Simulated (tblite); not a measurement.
Compound: C6H12.
SMILES with atom numbers: `[CH3:1][C:2]1([CH3:3])[CH2:4][CH2:5][CH2:6]1` (hydrogens: H7, H8, H9 on C1; H10, H11, H12 on C3; H13, H14 on C4; H15, H16 on C5; H17, H18 on C6)

Computed with GFN2-xTB (tblite), gas phase: Langevin dynamics at 600 K from the optimised GFN2-xTB geometry, time step 0.5 fs, friction 0.01 fs⁻¹, 2000 steps. The instantaneous temperature is 2·E(kin)/(3Nk) with all 3N coordinates.

| t (fs) | T (K) | E(pot) above start (eV) | C1–C2 (Å) | C2–C3 (Å) | C2–C4 (Å) | C4–C5 (Å) | C5–C6 (Å) | C1–H7 (Å) |
| --- | --- | --- | --- | --- | --- | --- | --- | --- |
| 0 | 509 | 0.000 | 1.523 | 1.521 | 1.545 | 1.536 | 1.536 | 1.089 |
| 25 | 305 | 0.821 | 1.491 | 1.519 | 1.566 | 1.498 | 1.589 | 1.189 |
| 50 | 307 | 0.819 | 1.529 | 1.504 | 1.522 | 1.548 | 1.583 | 1.166 |
| 75 | 444 | 0.659 | 1.549 | 1.521 | 1.553 | 1.571 | 1.578 | 1.053 |
| 100 | 483 | 0.900 | 1.497 | 1.517 | 1.557 | 1.611 | 1.569 | 1.037 |
| 125 | 526 | 0.844 | 1.552 | 1.522 | 1.505 | 1.577 | 1.567 | 1.142 |
| 150 | 471 | 1.252 | 1.588 | 1.586 | 1.537 | 1.527 | 1.550 | 1.139 |
| 175 | 579 | 1.140 | 1.465 | 1.607 | 1.548 | 1.506 | 1.480 | 1.092 |
| 200 | 551 | 1.246 | 1.530 | 1.627 | 1.508 | 1.528 | 1.453 | 1.044 |
| 225 | 650 | 1.298 | 1.622 | 1.473 | 1.481 | 1.563 | 1.541 | 1.086 |
| 250 | 570 | 0.911 | 1.540 | 1.580 | 1.572 | 1.574 | 1.546 | 1.155 |
| 275 | 476 | 1.157 | 1.445 | 1.612 | 1.549 | 1.583 | 1.568 | 1.115 |
| 300 | 614 | 1.461 | 1.555 | 1.495 | 1.534 | 1.551 | 1.582 | 1.045 |
| 325 | 814 | 1.210 | 1.550 | 1.483 | 1.610 | 1.543 | 1.571 | 1.075 |
| 350 | 638 | 1.234 | 1.529 | 1.656 | 1.547 | 1.545 | 1.582 | 1.104 |
| 375 | 438 | 1.288 | 1.553 | 1.564 | 1.529 | 1.549 | 1.535 | 1.102 |
| 400 | 650 | 1.004 | 1.636 | 1.506 | 1.564 | 1.551 | 1.523 | 1.084 |
| 425 | 476 | 0.948 | 1.525 | 1.514 | 1.573 | 1.545 | 1.516 | 1.086 |
| 450 | 454 | 1.205 | 1.523 | 1.608 | 1.562 | 1.521 | 1.520 | 1.070 |
| 475 | 424 | 1.311 | 1.546 | 1.587 | 1.472 | 1.512 | 1.545 | 1.049 |
| 500 | 526 | 1.159 | 1.535 | 1.511 | 1.626 | 1.535 | 1.481 | 1.140 |
| 525 | 666 | 0.889 | 1.449 | 1.526 | 1.568 | 1.587 | 1.548 | 1.146 |
| 550 | 486 | 1.214 | 1.533 | 1.520 | 1.503 | 1.565 | 1.586 | 1.032 |
| 575 | 453 | 1.392 | 1.547 | 1.496 | 1.584 | 1.543 | 1.549 | 1.014 |
| 600 | 523 | 1.431 | 1.477 | 1.490 | 1.593 | 1.534 | 1.541 | 1.124 |
| 625 | 591 | 1.171 | 1.519 | 1.576 | 1.599 | 1.522 | 1.570 | 1.209 |
| 650 | 456 | 1.197 | 1.461 | 1.523 | 1.541 | 1.484 | 1.534 | 1.126 |
| 675 | 413 | 1.383 | 1.510 | 1.559 | 1.563 | 1.477 | 1.500 | 1.055 |
| 700 | 582 | 0.892 | 1.504 | 1.557 | 1.583 | 1.520 | 1.492 | 1.110 |
| 725 | 418 | 1.429 | 1.492 | 1.596 | 1.529 | 1.551 | 1.585 | 1.063 |
| 750 | 678 | 0.857 | 1.570 | 1.557 | 1.566 | 1.502 | 1.566 | 1.100 |
| 775 | 418 | 1.177 | 1.534 | 1.535 | 1.573 | 1.534 | 1.519 | 1.104 |
| 800 | 542 | 1.030 | 1.508 | 1.544 | 1.534 | 1.626 | 1.532 | 1.072 |
| 825 | 600 | 0.873 | 1.543 | 1.537 | 1.635 | 1.574 | 1.543 | 1.093 |
| 850 | 492 | 1.237 | 1.481 | 1.498 | 1.683 | 1.511 | 1.550 | 1.094 |
| 875 | 532 | 1.582 | 1.495 | 1.472 | 1.635 | 1.587 | 1.587 | 1.067 |
| 900 | 589 | 1.508 | 1.552 | 1.508 | 1.613 | 1.620 | 1.525 | 1.129 |
| 925 | 606 | 1.258 | 1.574 | 1.476 | 1.600 | 1.514 | 1.528 | 1.122 |
| 950 | 493 | 0.932 | 1.578 | 1.471 | 1.520 | 1.514 | 1.547 | 1.056 |
| 975 | 463 | 1.172 | 1.574 | 1.512 | 1.537 | 1.527 | 1.500 | 1.083 |
| 1000 | 608 | 1.056 | 1.569 | 1.533 | 1.517 | 1.559 | 1.565 | 1.129 |

Problem. From 500 fs on, how do temperature and potential energy compare with equipartition?

Solution. The mean temperature of these 21 frames is 530 K against the target 600 K, and the mean potential energy 1.18 eV against 48 × kT/2 = 1.24 eV for 48 classical harmonic modes. For 18 atoms in a canonical ensemble the temperature itself scatters by T·√(2/(3N)) = 115 K; here its standard deviation is 78 K. The whole run lasts only 10 friction times of 100 fs, so these averages carry a wide statistical error.

Problem. What are the kinetic and total energies of the listed frame with the highest potential energy?

Solution. The one at 875 fs, 1.582 eV above the start. Its kinetic energy is 3NkT/2 = 1.238 eV at 532 K, so the sum is 2.82 eV; over the listed frames the sum runs from 1.18 to 3.10 eV, since the thermostat adds and removes energy.

Problem. How much do the listed bonds fluctuate from 500 fs on?

Solution. 
```tsv
bond	at the start (Å)	mean (Å)	standard deviation (Å)
C1–C2	1.523	1.524	0.038
C2–C3	1.521	1.524	0.033
C2–C4	1.545	1.576	0.045
C4–C5	1.536	1.542	0.039
C5–C6	1.536	1.540	0.030
C1–H7	1.089	1.099	0.043
```

The motion is classical and holds no zero-point motion.

The cost below is that of the whole dynamics run. Time: 11 s; peak memory 0.18 GiB. Hardware: one thread, Intel Xeon Platinum 8375C at 2.90 GHz (x86_64), no GPU, shared host.
